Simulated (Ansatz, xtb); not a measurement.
**Two isomers of CH7BO**

Structure I is `[BH3-]C[OH2+]`, a singlet and structure II is `[BH3-][OH+]C`, a singlet. Both are isolated molecules in the gas phase, relaxed with PBE0-D4/def2-SVP; the shapes shown needn't be the lowest conformers.

I (Å):

```yaml
atoms:
  - { symbol: C, position_ang: [0.8991, 0.2096, 0.9920] }
  - { symbol: B, position_ang: [-0.6912, -0.0889, 0.9478] }
  - { symbol: O, position_ang: [1.1487, 0.4032, -0.5199] }
  - { symbol: H, position_ang: [-1.0462, 0.7141, -0.0081] }
  - { symbol: H, position_ang: [-1.3375, 0.2163, 1.9353] }
  - { symbol: H, position_ang: [-0.9027, -1.2330, 0.5477] }
  - { symbol: H, position_ang: [1.2265, 1.1715, 1.4080] }
  - { symbol: H, position_ang: [1.5965, -0.5796, 1.3053] }
  - { symbol: H, position_ang: [1.2122, -0.4831, -0.9140] }
  - { symbol: H, position_ang: [0.1186, 0.6351, -0.6279] }
```

II (Å):

```yaml
atoms:
  - { symbol: C, position_ang: [0.8445, -0.5914, 0.7610] }
  - { symbol: B, position_ang: [-1.0590, 0.4314, -0.6935] }
  - { symbol: O, position_ang: [0.5224, 0.0508, -0.4688] }
  - { symbol: H, position_ang: [-1.6104, -0.6544, -0.7418] }
  - { symbol: H, position_ang: [-1.0329, 1.0463, -1.7464] }
  - { symbol: H, position_ang: [-1.3533, 1.1080, 0.2854] }
  - { symbol: H, position_ang: [1.0344, 0.8624, -0.5769] }
  - { symbol: H, position_ang: [0.2628, -1.5199, 0.7847] }
  - { symbol: H, position_ang: [0.5560, 0.0376, 1.6167] }
  - { symbol: H, position_ang: [1.9187, -0.8220, 0.7827] }
```

Quicker runs give these differences E(II) − E(I): GFN2-xTB −49.9 kcal/mol; HF/STO-3G −59.2 kcal/mol (at GFN2-xTB geometries); r2SCAN-D4/def2-SVP −34.5 kcal/mol (at GFN2-xTB geometries).

Estimate E(II) − E(I) at the level CCSD(T)/def2-TZVP.

Calculated at CCSD(T)/def2-TZVP: E(II) − E(I) = −36.8 kcal/mol, so structure II lies lower.

Level by level:

```
             level          geometry  E(II) − E(I) (kcal/mol)  departure from the last row (kcal/mol)  job, with rough time for the two
          GFN2-xTB          GFN2-xTB                     −49.9                                   −13.1             optimisation, 0.097 s
         HF/STO-3G          GFN2-xTB                     −59.2                                   −22.4              single point, 0.18 s
r2SCAN-D4/def2-SVP          GFN2-xTB                     −34.5                                    +2.3               single point, 2.5 s
  PBE0-D4/def2-SVP  PBE0-D4/def2-SVP                     −32.6                                    +4.2                optimisation, 35 s
      HF/def2-TZVP  PBE0-D4/def2-SVP                     −47.3                                   −10.5           part of the CCSD(T) run
     MP2/def2-TZVP  PBE0-D4/def2-SVP                     −36.5                                    +0.3           part of the CCSD(T) run
 CCSD(T)/def2-TZVP  PBE0-D4/def2-SVP                     −36.8                                                        single point, 30 s
```

As drawn, II has 1 B–O, 1 C–H in place of 1 C–B, 1 O–H.

None of the levels shown reverses the order. The largest departure from CCSD(T)/def2-TZVP is that of HF/STO-3G, 22.4 kcal/mol.

With harmonic frequencies from PBE0-D4/def2-SVP (ideal gas, rigid rotor, one conformer each, 298.15 K, 1 atm): on the last row, ΔE + ΔZPE = −34.8, ΔH = −34.5, ΔG = −35.2 kcal/mol.

The correlated steps freeze 3 core orbitals. Run with Ansatz 0.2.0, xtb 6.7.1; the last row on 2 threads of Arm Neoverse V1 on a shared host.
